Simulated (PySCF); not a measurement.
# CH3NO (Nitrosomethane): the cost of one run

Programs: PySCF 2.14.0, with routines of our own; each step states its level. All values are computed. Atoms count from 0.

## 1. The system as given

6 atoms, charge 0, multiplicity 1; geometry from: GFN2-xTB.

## 2. Geometry optimisation at PBE/6-31+G*

The job: settings as JSON, then the geometry in Å.

```
{"job": {"xc": "PBE", "basis": "6-31+G*", "grid": 1, "kind": "geom"}, "charge": 0, "multiplicity": 1}
C     -0.419450     0.042671     0.022199
N      0.870397    -0.586674     0.125548
O      1.831305     0.066936    -0.211709
H     -0.860599     0.013496     1.019441
H     -1.032091    -0.599293    -0.612054
H     -0.386440     1.064854    -0.364998
```

Launch:

```bash
$ OMP_NUM_THREADS=1 python excited_run.py task.json out
```

The driver reads the jobs from task.json and runs them one after another.

Q: Estimate the wall time and peak memory of this first job on 1 thread of Intel Xeon Platinum 8488C, shared host.

About 9.5 s, with a peak of 0.28 GiB.
